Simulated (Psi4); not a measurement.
Reaction (SMILES): C=CC → C=C[CH2-] + H+
B3LYP-D3(BJ)/def2-TZVP geometries, fixed; electronic energies without zero-point terms.
Largest species:
```
C
C 1 1.3267
H 2 1.0824 1 121.67
H 2 1.0845 3 116.84 1 180.00
H 1 1.0871 2 118.81 3 0.00
C 1 1.4957 5 116.00 2 180.00
H 6 1.0909 1 111.47 5 -180.00
H 6 1.0939 7 108.29 1 -122.37
H 6 1.0939 7 108.29 8 -115.25
```

Effect of the grid (radial, spherical points) at wB97X-V/aug-cc-pVTZ with Psi4, against the last row, where the deprotonation energy is 400.38 kcal/mol. The proton leaves the site shown, which need not be the most acidic.

| setting | grid points, largest species | largest shift of a total energy (mEh) | shift of the deprotonation energy (kcal/mol) |
|---|---|---|---|
| grid: 35, 110 | 33758 | 0.040 | 0.006 |
| grid: 50, 194 | 85005 | 0.013 | -0.012 |
| grid: 75, 302 | 195583 | 0.002 | -0.001 |
| grid: 99, 590 | 501509 | 0.000 | 0.000 |
| grid: 150, 974 | 1250787 | 0.000 | 0.000 |

Within 0.02 kcal/mol in the deprotonation energy: grid: 35, 110; grid: 50, 194; grid: 75, 302; grid: 99, 590. The largest shift is 0.040 mEh in a total energy and 0.012 kcal/mol in the difference.
